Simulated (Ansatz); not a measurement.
# CH5OSi (charge +1): shift of H7 from Si2 to O3, part 2 of 2

How high is the barrier for the shift of H7 from Si2 to O3? Relax the two ends, then run a nudged elastic band between them. SMILES of the start: C[SiH]=[OH+].

Ansatz 0.2.0; RKS B3LYP/cc-pVDZ.

### 7 The band again, with other settings

crystal.atoms is end A as relaxed above, and neb.final_atoms is end B, turned to lie on A. With 7 inner images the band has 9 in all.

Input file input.yaml:

```yaml
crystal:
  periodic: [false, false, false]
  atoms:
    - { symbol: C, position_ang: [-0.629625, 0.844109, -0.362514] }
    - { symbol: Si, position_ang: [0.740039, -0.21907, 0.230751] }
    - { symbol: O, position_ang: [0.616644, -1.788887, 0.598319] }
    - { symbol: H, position_ang: [-1.582528, 0.302056, -0.451205] }
    - { symbol: H, position_ang: [-0.341305, 1.267405, -1.343251] }
    - { symbol: H, position_ang: [-0.739472, 1.692425, 0.339246] }
    - { symbol: H, position_ang: [2.130338, 0.227279, 0.44672] }
    - { symbol: H, position_ang: [-0.194102, -2.325315, 0.541935] }
total_charge: 1
basis:
  gaussian: { orbitals: cc-pVDZ }
hamiltonian:
  xc: b3lyp
neb:
  order_check: false
  images: 7
  f_tol: 0.05
  max_iterations: 60
  initial_path: linear
  final_atoms:
    - { symbol: C, position_ang: [-0.68181191, 0.86519729, -0.49619297] }
    - { symbol: Si, position_ang: [1.14446095, 0.45972764, -0.55727729] }
    - { symbol: O, position_ang: [0.93218204, -1.10052495, 0.61571233] }
    - { symbol: H, position_ang: [-1.30909467, 0.03044621, -0.86577338] }
    - { symbol: H, position_ang: [-0.88040341, 1.74522489, -1.13269272] }
    - { symbol: H, position_ang: [-1.01084835, 1.1133558, 0.53265318] }
    - { symbol: H, position_ang: [1.68946698, -1.65876927, 0.87931936] }
    - { symbol: H, position_ang: [0.11603736, -1.45465561, 1.0242525] }
```

The run is started by

```sh
> ansatz run input.yaml --threads 1 --pin off --max-ram 2048MiB --backend cpu --events-out ev --progress --plain --runs-dir out
```

Log, cut to the lines that bear on the results:

```text
Warning: RAYON_NUM_THREADS=1 ignored (pool sized by the plan → 1); use --threads N
[...]
Functional definition: B3LYP
[...]
757 factors; integrals over basis functions are off by at most 4.1e-4 eV
[...]
mean field -11036.84391644 eV, -405.5965328878 hartree, gradient 3.1e-5 eV, S^2 0.000000; 0 other end points of the search recorded, 0 dependent functions left out
[...]
reference -11036.84413037 eV, -405.5965407493 hartree; 16, 16 occupied and 55, 55 virtual orbitals, 757 factors
758 factors; integrals over basis functions are off by at most 1.0e-3 eV
[...]
mean field -11036.02458157 eV, -405.5664228864 hartree, gradient 1.7e-5 eV, S^2 0.000000; 0 other end points of the search recorded, 0 dependent functions left out
[...]
reference -11036.02479888 eV, -405.5664308724 hartree; 16, 16 occupied and 55, 55 virtual orbitals, 758 factors
[...]
NEB iter  13: max|band force component| = 1.730e-2 eV/Å  barrier→ = 2.8143 eV  barrier← = 1.9949 eV  CI = image 4  Δτ_max = 0.0000 Å  (333 SCF iters)
Total energy: -11034.02987425 eV, -405.4931187445 hartree
Atom 0 at    -0.838552     0.766173    -0.633449 Å, force    -0.012122     0.013505    -0.001445 eV/Å
Atom 1 at     0.863106     0.176694    -0.198516 Å, force     0.003169    -0.001318     0.000019 eV/Å
Atom 2 at     0.940355    -1.221360     0.840607 Å, force     0.013340     0.017337     0.013908 eV/Å
Atom 3 at    -1.533744    -0.090425    -0.682708 Å, force     0.001165    -0.005225    -0.001207 eV/Å
Atom 4 at    -0.836395     1.318885    -1.587398 Å, force     0.000817    -0.001341     0.001362 eV/Å
Atom 5 at    -1.168831     1.456732     0.168716 Å, force    -0.001483    -0.004527    -0.001942 eV/Å
Atom 6 at     2.089771    -0.568986     0.631355 Å, force     0.003790    -0.013551    -0.004034 eV/Å
Atom 7 at     0.484280    -1.837711     1.461395 Å, force    -0.008677    -0.004881    -0.006661 eV/Å
Dipole moment:    -0.060138    -0.060996     0.152136 e Å
this run last wrote the band of iteration 13 to <dir>
```

Wall time 2 min (1 thread of Intel Xeon 6975P-C (Granite Rapids), shared host); peak memory 0.14 GiB.

### 8 What the band shows

Images 0 and 8 are the ends. Energies count from image 0; the path length is the program's own measure over all atoms.

| image | path (Å) | energy (eV) | H7–Si2 (Å) | H7–O3 (Å) | band force (eV/Å) |
| --- | --- | --- | --- | --- | --- |
| 0 | 0.000 | 0.0000 | 1.48 | 2.53 | - |
| 1 | 0.533 | 0.0035 | 1.48 | 2.52 | 0.004 |
| 2 | 1.066 | 0.2797 | 1.47 | 2.25 | 0.017 |
| 3 | 1.599 | 1.4608 | 1.50 | 1.84 | 0.010 |
| 4* | 2.132 | 2.8143 | 1.66 | 1.34 | 0.015 |
| 5 | 2.612 | 1.5438 | 2.03 | 1.01 | 0.016 |
| 6 | 3.093 | 0.9281 | 2.46 | 0.98 | 0.003 |
| 7 | 3.574 | 0.8272 | 2.60 | 0.98 | 0.002 |
| 8 | 4.056 | 0.8193 | 2.62 | 0.98 | - |

The star marks the climbing image.

image, energy (eV) and a bar:
```
        0      0.000 
        1      0.004 
        2      0.280 ###
        3      1.461 ################
        4      2.814 ##############################
        5      1.544 ################
        6      0.928 ##########
        7      0.827 #########
        8      0.819 #########
```

### 9 A trajectory let go at the top

It starts at the highest inner image of the first converged band: 200 steps of 0.5 fs at constant energy, with velocities drawn for 300 K.

Input file input.yaml:

```yaml
crystal:
  periodic: [false, false, false]
  atoms:
    - { symbol: C, position_ang: [-0.69644, 0.98753, -0.49461] }
    - { symbol: Si, position_ang: [0.887053, 0.098714, -0.123494] }
    - { symbol: O, position_ang: [0.723293, -1.441799, 0.671038] }
    - { symbol: H, position_ang: [-1.441334, 0.26536, -0.875775] }
    - { symbol: H, position_ang: [-0.539867, 1.798534, -1.223992] }
    - { symbol: H, position_ang: [-1.072655, 1.423976, 0.451909] }
    - { symbol: H, position_ang: [1.97047, -1.000784, 0.487505] }
    - { symbol: H, position_ang: [0.169469, -2.131529, 1.107421] }
total_charge: 1
basis:
  gaussian: { orbitals: cc-pVDZ }
hamiltonian:
  xc: b3lyp
md:
  timestep: 0.5
  n_steps: 200
  ensemble: nve
  temperature: 300.0
  initial_velocities: maxwell_boltzmann
  seed: 3209
```

The run is started by

```sh
> ansatz run input.yaml --threads 1 --pin off --max-ram 2048MiB --backend cpu --events-out ev --progress --plain --runs-dir out
```

Log, cut to the lines that bear on the results:

```text
Warning: RAYON_NUM_THREADS=1 ignored (pool sized by the plan → 1); use --threads N
[...]
Functional definition: B3LYP
[...]
762 factors; integrals over basis functions are off by at most 3.1e-4 eV
[...]
mean field -11034.03106404 eV, -405.4931624684 hartree, gradient 7.1e-5 eV, S^2 0.000000; 0 other end points of the search recorded, 0 dependent functions left out
[...]
reference -11034.03128254 eV, -405.4931704983 hartree; 16, 16 occupied and 55, 55 virtual orbitals, 762 factors
md step     0: t =     0.00 fs  T =   300.0 K  F+E_penalty+E_count = -11034.03106404 eV  E_kin = 0.232668 eV  conserved = -11033.79839604 eV  (24 SCF iters)
[...]
md step    24: t =    12.00 fs  T =   659.9 K  F+E_penalty+E_count = -11034.30924010 eV  E_kin = 0.511790 eV  conserved = -11033.79745001 eV  (24 SCF iters)
[...]
md step    48: t =    24.00 fs  T =  2135.7 K  F+E_penalty+E_count = -11035.45443765 eV  E_kin = 1.656341 eV  conserved = -11033.79809626 eV  (24 SCF iters)
[...]
md step    72: t =    36.00 fs  T =  1473.0 K  F+E_penalty+E_count = -11034.94462005 eV  E_kin = 1.142416 eV  conserved = -11033.80220434 eV  (24 SCF iters)
[...]
md step    96: t =    48.00 fs  T =  1119.5 K  F+E_penalty+E_count = -11034.66477061 eV  E_kin = 0.868218 eV  conserved = -11033.79655250 eV  (24 SCF iters)
md step    97: t =    48.50 fs  T =  1141.2 K  F+E_penalty+E_count = -11034.68183902 eV  E_kin = 0.885078 eV  conserved = -11033.79676102 eV  (24 SCF iters)
md step    98: t =    49.00 fs  T =  1206.7 K  F+E_penalty+E_count = -11034.73333256 eV  E_kin = 0.935861 eV  conserved = -11033.79747195 eV  (24 SCF iters)
```

### 10 The log goes on: dynamics from the highest image of the converged band

The log, continued, cut to the lines that bear on the results:

```text
md step    99: t =    49.50 fs  T =  1300.9 K  F+E_penalty+E_count = -11034.80779640 eV  E_kin = 1.008948 eV  conserved = -11033.79884810 eV  (24 SCF iters)
[...]
md step   124: t =    62.00 fs  T =  1034.9 K  F+E_penalty+E_count = -11034.59863543 eV  E_kin = 0.802654 eV  conserved = -11033.79598122 eV  (24 SCF iters)
[...]
md step   149: t =    74.50 fs  T =   560.5 K  F+E_penalty+E_count = -11034.23190553 eV  E_kin = 0.434686 eV  conserved = -11033.79721959 eV  (24 SCF iters)
[...]
md step   174: t =    87.00 fs  T =   839.6 K  F+E_penalty+E_count = -11034.45075522 eV  E_kin = 0.651194 eV  conserved = -11033.79956166 eV  (24 SCF iters)
[...]
md step   199: t =    99.50 fs  T =  1447.0 K  F+E_penalty+E_count = -11034.92395287 eV  E_kin = 1.122262 eV  conserved = -11033.80169099 eV  (24 SCF iters)
[...]
md step   200: t =   100.00 fs  T =  1527.1 K  F+E_penalty+E_count = -11034.98659007 eV  E_kin = 1.184326 eV  conserved = -11033.80226423 eV  (25 SCF iters)
Total energy: -11034.98680633 eV, -405.5282853499 hartree
Atom 0 at    -0.715829     0.497980    -0.263891 Å, force     0.127273     1.670977    -1.824745 eV/Å
Atom 1 at     1.134371     0.542628    -0.356338 Å, force    -0.921677    -1.324746     0.646075 eV/Å
Atom 2 at     0.390211    -1.687766     0.808606 Å, force     2.051741     0.423116    -3.370959 eV/Å
Atom 3 at    -1.309018    -0.269880    -0.802334 Å, force     0.439812    -0.107705     0.104645 eV/Å
Atom 4 at    -0.925465     1.476953    -0.827695 Å, force    -0.235778    -0.583092     0.612992 eV/Å
Atom 5 at    -1.104426     0.592380     0.746874 Å, force    -0.158808     0.150029     0.622789 eV/Å
Atom 6 at     1.042469    -2.411863     0.735460 Å, force    -0.432713     0.049079     0.544501 eV/Å
Atom 7 at     0.009439    -1.663105     1.649639 Å, force    -0.869850    -0.277658     2.664701 eV/Å
Dipole moment:     0.223498     0.033169     0.103016 e Å
```

Wall time 4.7 min (1 thread of Intel Xeon 6975P-C (Granite Rapids), shared host); peak memory 0.14 GiB.

### 11 Frames and traces

One step in 11; energies are changes from step 0:

| time (fs) | T (K) | potential energy change (meV/atom) | total energy change (meV/atom) | H7–Si2 (Å) | H7–O3 (Å) |
| --- | --- | --- | --- | --- | --- |
| 0.0 | 300 | 0.0 | 0.00 | 1.66 | 1.34 |
| 5.5 | 176 | 12.1 | 0.05 | 1.72 | 1.33 |
| 11.0 | 477 | -17.0 | 0.13 | 1.71 | 1.13 |
| 16.5 | 1880 | -153.8 | -0.66 | 2.18 | 0.99 |
| 22.0 | 2176 | -182.2 | -0.37 | 2.67 | 1.04 |
| 27.5 | 2187 | -183.3 | -0.33 | 2.94 | 1.04 |
| 33.0 | 1294 | -96.4 | -0.02 | 3.08 | 0.90 |
| 38.5 | 1043 | -71.9 | 0.14 | 3.52 | 1.12 |
| 44.0 | 1004 | -68.3 | -0.08 | 3.44 | 0.90 |
| 49.5 | 1301 | -97.1 | -0.06 | 3.62 | 1.07 |
| 55.0 | 1399 | -107.0 | -0.46 | 3.48 | 1.01 |
| 60.5 | 1411 | -108.4 | -0.71 | 3.41 | 0.92 |
| 66.0 | 743 | -42.8 | 0.15 | 3.42 | 1.12 |
| 71.5 | 962 | -63.9 | 0.28 | 2.91 | 0.90 |
| 77.0 | 727 | -41.4 | 0.02 | 2.72 | 1.03 |
| 82.5 | 934 | -61.7 | -0.22 | 2.93 | 1.02 |
| 88.0 | 1062 | -74.4 | -0.53 | 2.89 | 0.96 |
| 93.5 | 635 | -32.2 | 0.19 | 2.80 | 1.06 |
| 99.0 | 1320 | -99.1 | -0.16 | 3.04 | 0.92 |
| 100.0 | 1527 | -119.4 | -0.48 | 3.15 | 0.98 |

time (fs), T (K) and a bar:
```
      0.0        300 ##
      4.5        176 
      8.5        149 
     13.0        876 ##########
     17.5       1798 ######################
     21.5       2014 #########################
     26.0       2403 ##############################
     30.5       1424 #################
     35.0       1420 #################
     39.0       1019 ############
     43.5        800 #########
     48.0       1119 #############
     52.0       1085 ############
     56.5       1207 ##############
     61.0       1241 ###############
     65.0        856 #########
     69.5       1287 ###############
     74.0        648 #######
     78.5       1019 ############
     82.5        934 ##########
     87.0        840 #########
     91.5       1112 #############
     95.5        618 ######
    100.0       1527 ##################
```

Bonds that form or break, judged by distance (formed within 1.15 times the sum of covalent radii and held on average over 12 fs, broken when stretched by half; pairs already stretched at the start don't count as bonds):

| time (fs) | bond | event |
| --- | --- | --- |
| 12.0 | O3–H7 | forms |
| 50.5 | Si2–O3 | breaks |

The last frame stands with a bonding of neither end.

### 12 A trajectory let go at the top

It starts at the highest inner image of the first converged band: 200 steps of 0.5 fs at constant energy, with velocities drawn for 100 K.

input.yaml: that of step 9 with these lines changed.

```diff
@@ -20,4 +20,4 @@
   ensemble: nve
-  temperature: 300.0
+  temperature: 100.0
   initial_velocities: maxwell_boltzmann
-  seed: 3209
+  seed: 3210
```

The run is started by

```sh
> ansatz run input.yaml --threads 1 --pin off --max-ram 2048MiB --backend cpu --events-out ev --progress --plain --runs-dir out
```

Log, cut to the lines that bear on the results:

```text
Warning: RAYON_NUM_THREADS=1 ignored (pool sized by the plan → 1); use --threads N
[...]
Functional definition: B3LYP
[...]
762 factors; integrals over basis functions are off by at most 3.1e-4 eV
[...]
mean field -11034.03106404 eV, -405.4931624684 hartree, gradient 7.1e-5 eV, S^2 0.000000; 0 other end points of the search recorded, 0 dependent functions left out
[...]
reference -11034.03128254 eV, -405.4931704983 hartree; 16, 16 occupied and 55, 55 virtual orbitals, 762 factors
md step     0: t =     0.00 fs  T =   100.0 K  F+E_penalty+E_count = -11034.03106404 eV  E_kin = 0.077556 eV  conserved = -11033.95350804 eV  (24 SCF iters)
[...]
md step    24: t =    12.00 fs  T =   234.6 K  F+E_penalty+E_count = -11034.13449600 eV  E_kin = 0.181914 eV  conserved = -11033.95258222 eV  (24 SCF iters)
[...]
md step    48: t =    24.00 fs  T =  1782.0 K  F+E_penalty+E_count = -11035.33746605 eV  E_kin = 1.382049 eV  conserved = -11033.95541659 eV  (24 SCF iters)
[...]
md step    72: t =    36.00 fs  T =  1399.3 K  F+E_penalty+E_count = -11035.03540510 eV  E_kin = 1.085258 eV  conserved = -11033.95014751 eV  (23 SCF iters)
[...]
md step    96: t =    48.00 fs  T =  1448.3 K  F+E_penalty+E_count = -11035.08068210 eV  E_kin = 1.123261 eV  conserved = -11033.95742087 eV  (24 SCF iters)
md step    97: t =    48.50 fs  T =  1308.5 K  F+E_penalty+E_count = -11034.96992546 eV  E_kin = 1.014798 eV  conserved = -11033.95512727 eV  (24 SCF iters)
md step    98: t =    49.00 fs  T =  1159.4 K  F+E_penalty+E_count = -11034.85266976 eV  E_kin = 0.899193 eV  conserved = -11033.95347664 eV  (24 SCF iters)
```

### 13 More of the same log: dynamics from the highest image of the converged band

The log, continued, cut to the lines that bear on the results:

```text
md step    99: t =    49.50 fs  T =  1034.3 K  F+E_penalty+E_count = -11034.75462637 eV  E_kin = 0.802162 eV  conserved = -11033.95246435 eV  (24 SCF iters)
[...]
md step   124: t =    62.00 fs  T =  1193.9 K  F+E_penalty+E_count = -11034.88685627 eV  E_kin = 0.925907 eV  conserved = -11033.96094914 eV  (24 SCF iters)
[...]
md step   149: t =    74.50 fs  T =   734.1 K  F+E_penalty+E_count = -11034.52750874 eV  E_kin = 0.569350 eV  conserved = -11033.95815911 eV  (24 SCF iters)
[...]
md step   174: t =    87.00 fs  T =   553.7 K  F+E_penalty+E_count = -11034.38223668 eV  E_kin = 0.429417 eV  conserved = -11033.95281922 eV  (24 SCF iters)
[...]
md step   199: t =    99.50 fs  T =  1051.0 K  F+E_penalty+E_count = -11034.77061100 eV  E_kin = 0.815135 eV  conserved = -11033.95547586 eV  (24 SCF iters)
[...]
md step   200: t =   100.00 fs  T =  1093.5 K  F+E_penalty+E_count = -11034.80210958 eV  E_kin = 0.848050 eV  conserved = -11033.95405961 eV  (27 SCF iters)
Total energy: -11034.80232907 eV, -405.5215059355 hartree
Atom 0 at    -0.724155     0.551177    -0.243918 Å, force    -0.258327     0.719261    -0.447405 eV/Å
Atom 1 at     1.132201     0.613821    -0.396577 Å, force    -0.869135    -1.095262     0.514720 eV/Å
Atom 2 at     0.412312    -1.871890     0.831133 Å, force    -3.193964     2.528113    -1.581146 eV/Å
Atom 3 at    -1.213975    -0.410965    -0.487409 Å, force     0.326565    -0.061070    -0.028460 eV/Å
Atom 4 at    -1.120111     1.298352    -0.977446 Å, force     0.008558    -0.029854     0.206069 eV/Å
Atom 5 at    -1.103492     0.870227     0.756312 Å, force     0.233493     0.019489    -0.141127 eV/Å
Atom 6 at     1.188894    -2.168968     1.210124 Å, force     2.645577    -1.358296     1.958553 eV/Å
Atom 7 at    -0.229425    -1.559206     1.525960 Å, force     1.107232    -0.722381    -0.481204 eV/Å
Dipole moment:     0.187286     0.381500     0.148557 e Å
```

It took 3.8 min on 1 thread of Intel Xeon 6975P-C (Granite Rapids), shared host; peak memory 0.14 GiB.

### 14 The trajectory

One step in 15; energies are changes from step 0:

| time (fs) | T (K) | potential energy change (meV/atom) | total energy change (meV/atom) | H7–Si2 (Å) | H7–O3 (Å) |
| --- | --- | --- | --- | --- | --- |
| 0.0 | 100 | 0.0 | 0.00 | 1.66 | 1.34 |
| 7.5 | 44 | 5.5 | 0.05 | 1.71 | 1.29 |
| 15.0 | 929 | -80.4 | -0.07 | 1.83 | 1.01 |
| 22.5 | 1378 | -123.7 | 0.17 | 2.67 | 1.11 |
| 30.0 | 1756 | -160.7 | -0.07 | 2.94 | 1.06 |
| 37.5 | 1725 | -158.4 | -0.83 | 3.19 | 0.97 |
| 45.0 | 909 | -78.0 | 0.47 | 3.30 | 0.89 |
| 52.5 | 1155 | -103.0 | -0.71 | 3.33 | 0.99 |
| 60.0 | 1040 | -91.1 | 0.02 | 3.36 | 1.09 |
| 67.5 | 725 | -60.6 | -0.04 | 3.29 | 1.10 |
| 75.0 | 796 | -68.1 | -0.67 | 2.98 | 0.95 |
| 82.5 | 688 | -56.8 | 0.19 | 3.22 | 0.90 |
| 90.0 | 1132 | -100.9 | -0.84 | 3.19 | 0.96 |
| 97.5 | 668 | -55.1 | -0.02 | 3.16 | 1.03 |
| 100.0 | 1093 | -96.4 | -0.07 | 3.21 | 0.91 |

time (fs), T (K) and a bar:
```
      0.0        100 #
      4.5         61 
      8.5         53 
     13.0        381 #####
     17.5       1625 ########################
     21.5       1321 ####################
     26.0       1998 ##############################
     30.5       1587 ########################
     35.0       1422 #####################
     39.0       1430 #####################
     43.5       1045 ###############
     48.0       1448 ######################
     52.0       1106 ################
     56.5       1242 ##################
     61.0       1192 ##################
     65.0        764 ###########
     69.5        747 ###########
     74.0        631 #########
     78.5        728 ##########
     82.5        688 ##########
     87.0        554 ########
     91.5        833 ############
     95.5        503 #######
    100.0       1093 ################
```

Bonds that form or break, judged by distance (formed within 1.15 times the sum of covalent radii and held on average over 12 fs, broken when stretched by half; pairs already stretched at the start don't count as bonds):

| time (fs) | bond | event |
| --- | --- | --- |
| 14.0 | O3–H7 | forms |
| 48.0 | Si2–O3 | breaks |

The last frame stands with a bonding of neither end.

### 15 Results

What follows sums up all 2 parts.

| quantity | value |
| --- | --- |
| end A | 7 moves, 0.157 eV lower |
| end B | 16 moves, 2.441 eV lower |
| first band: barrier forwards | 2.813 eV |
| first band: barrier backwards | 1.994 eV |
| first band: second end relative to first | +0.819 eV |
| first band: highest image | 4 of 0 to 8, climbing |
| first band: band iterations | 11 |
| imaginary modes at the top | 1612i cm⁻¹ |
| second band | top 2.814 eV above image 0, 13 iterations, 7 inner images |
| time, first and second band | 99 s and 2 min |
| trajectory at 300 K, after 100 fs | with a bonding of neither end, at 1527 K |
| trajectory at 100 K, after 100 fs | with a bonding of neither end, at 1093 K |

In words: In the first band: the barrier from the first end is 2.81 eV, 109 times kT at 300 K, which at an assumed attempt frequency of 10^13 s⁻¹ means a rate near 10^-34 s⁻¹. The second end lies 0.82 eV above the first, so the way back costs 1.99 eV. By distance, end A alone has Si2–H7 and end B alone has O3–H7. One imaginary mode, as a first-order saddle point has. The second band's top lies 1 meV above the first's, so the changed settings hardly move the height. Zero-point energy and entropy are left out. Tunnelling, which matters where hydrogen moves, is missing too.
